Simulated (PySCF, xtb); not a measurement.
C₃H₇, SMILES C[CH]C (connectivity only; charge and spin as stated), charge +1, multiplicity 1.

xtb 6.7.1 with GFN2-xTB at its own geometry gives an orbital gap of 3.19 eV.

Coordinates come from a PBE0-D3(BJ)/def2-TZVP optimisation. The spin state was assumed, not searched. The isomer is the one that the SMILES or the coordinates give; other isomers of the formula were not compared.

Problem. What does ωB97X/def2-TZVPD (PySCF) give? (An estimate is asked for; the answer gives what the named calculation found.)

Solution. gap 12.46 eV (levels -19.26 and -6.80 eV).
